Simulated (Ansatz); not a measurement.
One starting cell of Ni (a generated cell, Ni placed in the AFLOW prototype A_mP4_4_2a (as in Te)) was relaxed twice with Ansatz (plane waves, PAW, scalar-relativistic): with r2SCAN at 500 eV and with PBE at 420 eV. The r2SCAN result:

```yaml
crystal:
  lattice:
    - [0.00000, 1.73990, 1.73990]
    - [1.73990, 0.00000, 1.73990]
    - [1.73990, 1.73990, 0.00000]
  atoms:
    - { symbol: Ni, position: [0.00000, 0.00000, 0.00000] }
```

```json
[
 {"quantity": "space group", "r2SCAN": "Fm-3m", "PBE": "Fm-3m"},
 {"quantity": "volume (Å³/atom)", "r2SCAN": "10.53", "PBE": "(withheld)"},
 {"quantity": "a (Å)", "r2SCAN": "3.480", "PBE": "(withheld)"},
 {"quantity": "gap (eV, no spin-orbit coupling)", "r2SCAN": "0.00", "PBE": "(withheld)"},
 {"quantity": "spin order", "r2SCAN": "ferromagnetic", "PBE": "(withheld)"},
 {"quantity": "net moment (μB/atom)", "r2SCAN": "0.74", "PBE": "(withheld)"}
]
```

**Question.** What does PBE give for the same quantities?

**Answer.** 
- volume (Å³/atom), PBE: 10.89
- a (Å), PBE: 3.519
- gap (eV, no spin-orbit coupling), PBE: 0.00
- spin order, PBE: ferromagnetic
- net moment (μB/atom), PBE: 0.63

Both levels end in the same structure; PBE's volume is 3.4 % larger. Neither column is exact.

Spin states reached: ferromagnetic; spin orders were not searched systematically. r2SCAN tends to overstate moments in metals.

Measured for Ni: a 3.508 Å (static lattice; corrected from measurement; as listed in Daniel Mejia-Rodriguez, S. B. Trickey, Phys. Rev. B (2018)). Computed minus measured — a: r2SCAN -0.8 %, PBE +0.3 %. The computed values are for a static lattice.

The run could not lose the symmetry of its start; a randomly shaken copy of 2 atoms returns to this structure.

Ansatz is a program for electronic structure.
